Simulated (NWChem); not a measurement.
System: C2H, doublet; SMILES C#[C]

NWChem printed, in part:

```
             Northwest Computational Chemistry Package (NWChem) 7.3.0
             --------------------------------------------------------

 ORDER OF PRIMARY AXIS IS BEING SET TO 4
 C4V symmetry detected

                             Geometry "geometry" -> ""
                             -------------------------

 Output coordinates in angstroms (scale by  1.889725989 to convert to a.u.)

  No.       Tag          Charge          X              Y              Z
 ---- ---------------- ---------- -------------- -------------- --------------
    1 C                    6.0000     0.00000000     0.00000000     0.72826292
    2 C                    6.0000     0.00000000     0.00000000    -0.47194108
    3 H                    1.0000     0.00000000     0.00000000    -1.53793108

 Effective nuclear repulsion energy (a.u.)      20.2521861111

      Symmetry information
      --------------------

 Group name             C4v
 Group number             18
 Group order               8
 No. of unique centers     3

  pbe96 is a nonlocal functional; adding pw91lda local functional.

                                 NWChem DFT Module
                                 -----------------

 Summary of "ao basis" -> "ao basis" (spherical)
 ------------------------------------------------------------------------------
       Tag                 Description            Shells   Functions and Types
 ---------------- ------------------------------  ------  ---------------------
 C                         def2-tzvp                11       31   5s3p2d1f
 H                         def2-tzvp                 4        6   3s1p

      Symmetry analysis of basis
      --------------------------

        a1         26
        a2          0
        b1          6
        b2          6
        e          30

            General Information
            -------------------
          SCF calculation type: DFT
          Wavefunction type:  spin polarized.
          No. of atoms     :     3
          No. of electrons :    13
           Alpha electrons :     7
            Beta electrons :     6
          Charge           :     0
          Spin multiplicity:     2
          Use of symmetry is: on ; symmetry adaption is: on
          Maximum number of iterations: 200
          AO basis - number of functions:    68
                     number of shells:    26
          Convergence on energy requested:  1.00D-06
          Convergence on density requested:  1.00D-05
          Convergence on gradient requested:  5.00D-04

              XC Information
              --------------
          PerdewBurkeErnzerhof Exchange Functional  1.000
            Perdew 1991 LDA Correlation Functional  1.000 local
           PerdewBurkeErnz. Correlation Functional  1.000 non-local

             Grid Information
             ----------------
          Grid used for XC integration:  medium
          Radial quadrature: Mura-Knowles
          Angular quadrature: Lebedev.
          Tag              B.-S. Rad. Rad. Pts. Rad. Cut. Ang. Pts.
          ---              ---------- --------- --------- ---------
          C                   0.70       49           8.0       434
          H                   0.35       45           8.0       434
          Grid pruning is: on
          Number of quadrature shells:   143
          Spatial weights used:  Erf1

      Superposition of Atomic Density Guess
      -------------------------------------

 Sum of atomic energies:         -75.84246560

      Non-variational initial energy
      ------------------------------

 Total energy =     -76.447106
 1-e energy   =    -140.731869
 2-e energy   =      44.032577
 HOMO         =      -0.339137
 LUMO         =       0.074815

   Symmetry analysis of molecular orbitals - initial alpha
   -------------------------------------------------------

 !! scf_movecs_sym_adapt:   12 vectors were symmetry contaminated

  Symmetry fudging

 !! scf_movecs_sym_adapt:   10 vectors were symmetry contaminated

  Numbering of irreducible representations:

     1 a1          2 a2          3 b1          4 b2          5 e

  Orbital symmetries:

     1 a1          2 a1          3 a1          4 a1          5 e
     6 e           7 a1          8 e           9 e          10 a1
    11 a1         12 a1         13 e          14 e          15 a1
    16 e          17 e

   Symmetry analysis of molecular orbitals - initial beta
   ------------------------------------------------------

 !! scf_movecs_sym_adapt:   12 vectors were symmetry contaminated

  Symmetry fudging

 !! scf_movecs_sym_adapt:   10 vectors were symmetry contaminated

  Numbering of irreducible representations:

     1 a1          2 a2          3 b1          4 b2          5 e

  Orbital symmetries:

     1 a1          2 a1          3 a1          4 a1          5 e
     6 e           7 a1          8 e           9 e          10 a1
    11 a1         12 a1         13 e          14 e          15 a1
    16 e          17 e

 ----------------------------------------------
         Quadratically convergent UKS

 Convergence threshold     :          5.000E-04
 Maximum no. of iterations :          200
 Integral*density screening:          1.000E-08
 ----------------------------------------------

              iter       energy          gnorm     gmax       time
             ----- ------------------- --------- --------- --------
                 1      -76.4894824386  5.91D-01  1.11D-01      0.4
                 2      -76.5208919509  2.99D-01  6.59D-02      0.8
                 3      -76.5314802038  3.89D-02  1.21D-02      1.5
                 4      -76.5320849211  1.27D-02  5.46D-03      2.9
                 5      -76.5321645141  4.97D-03  2.21D-03      5.4
                 6      -76.5321766460  1.96D-03  8.77D-04      7.7
                 7      -76.5321785301  7.73D-04  3.47D-04      9.1
                 8      -76.5321788248  3.06D-04  1.37D-04     10.4

         Total DFT energy =      -76.532178824757
      One electron energy =     -142.148514313359
           Coulomb energy =       56.349683769921
    Exchange-Corr. energy =      -10.985534392375
 Nuclear repulsion energy =       20.252186111056

 Numeric. integr. density =       12.999999243263

                    DFT Final Alpha Molecular Orbital Analysis
                    ------------------------------------------

 Vector    5  Occ=1.000000D+00  E=-3.543691D-01  Symmetry=a1
              MO Center= -6.8D-16, -4.7D-17,  9.4D-01, r^2= 1.1D+00
   Bfn.  Coefficient  Atom+Function         Bfn.  Coefficient  Atom+Function
  ----- ------------  ---------------      ----- ------------  ---------------
     8      0.396293  1 C  pz                11      0.378023  1 C  pz
     4      0.199714  1 C  s                  5      0.198434  1 C  s
     3      0.196856  1 C  s                 39     -0.195284  2 C  pz
    34     -0.123189  2 C  s                 14      0.120909  1 C  pz
     2     -0.115988  1 C  s                 64      0.072238  3 H  s

 Vector    6  Occ=1.000000D+00  E=-2.832464D-01  Symmetry=e
              MO Center=  3.3D-17,  3.4D-17,  1.8D-01, r^2= 1.3D+00
   Bfn.  Coefficient  Atom+Function         Bfn.  Coefficient  Atom+Function
  ----- ------------  ---------------      ----- ------------  ---------------
     6      0.339676  1 C  px                37      0.300012  2 C  px
     9      0.279790  1 C  px                40      0.239060  2 C  px
    12      0.128082  1 C  px                43      0.123625  2 C  px

 Vector    7  Occ=1.000000D+00  E=-2.832464D-01  Symmetry=e
              MO Center= -7.4D-17, -9.7D-17,  1.8D-01, r^2= 1.3D+00
   Bfn.  Coefficient  Atom+Function         Bfn.  Coefficient  Atom+Function
  ----- ------------  ---------------      ----- ------------  ---------------
     7      0.339676  1 C  py                38      0.300012  2 C  py
    10      0.279790  1 C  py                41      0.239060  2 C  py
    13      0.128082  1 C  py                44      0.123625  2 C  py

 Vector    8  Occ=0.000000D+00  E=-2.023138D-02  Symmetry=e
              MO Center=  3.0D-18, -6.5D-16,  3.8D-02, r^2= 2.3D+00
   Bfn.  Coefficient  Atom+Function         Bfn.  Coefficient  Atom+Function
  ----- ------------  ---------------      ----- ------------  ---------------
    44     -0.663530  2 C  py                13      0.610057  1 C  py
     7      0.318262  1 C  py                38     -0.319595  2 C  py
    10      0.266477  1 C  py                41     -0.260845  2 C  py
    52      0.073472  2 C  d -1              21      0.071193  1 C  d -1
    43      0.071264  2 C  px                12     -0.065521  1 C  px

 Vector    9  Occ=0.000000D+00  E=-2.023138D-02  Symmetry=e
              MO Center= -7.6D-16, -2.0D-16,  3.8D-02, r^2= 2.3D+00
   Bfn.  Coefficient  Atom+Function         Bfn.  Coefficient  Atom+Function
  ----- ------------  ---------------      ----- ------------  ---------------
    43     -0.663530  2 C  px                12      0.610057  1 C  px
     6      0.318262  1 C  px                37     -0.319595  2 C  px
     9      0.266477  1 C  px                40     -0.260845  2 C  px
    54     -0.073472  2 C  d  1              23     -0.071193  1 C  d  1
    44     -0.071264  2 C  py                13      0.065521  1 C  py

[...]

                         DFT ENERGY GRADIENTS

    atom               coordinates                        gradient
                 x          y          z           x          y          z
   1 C       0.000000   0.000000   1.376217    0.000000   0.000000  -0.021676
   2 C       0.000000   0.000000  -0.891839    0.000000   0.000000   0.016660
   3 H       0.000000   0.000000  -2.906268    0.000000   0.000000   0.005016
```

Level: PBE/def2-TZVP, spin-unrestricted. All runs use the structure optimised with PBE0-D3(BJ)/def2-TZVP, spin-unrestricted. No stability test was run on the SCF state.

**Question.** Which NWChem input produces such a log?

**Answer.** Several could match; the one computed here: the input that was run:
```
start job
memory heap 200 mb stack 900 mb global 1100 mb
geometry units angstroms noautoz
  C      0.000000     0.000000     0.731127
  C      0.000000     0.000000    -0.469077
  H      0.000000     0.000000    -1.535067
end
basis spherical
  * library def2-tzvp
end
dft
  odft
  mult 2
  xc xpbe96 cpbe96
  iterations 200
  cgmin
end
task dft gradient
```
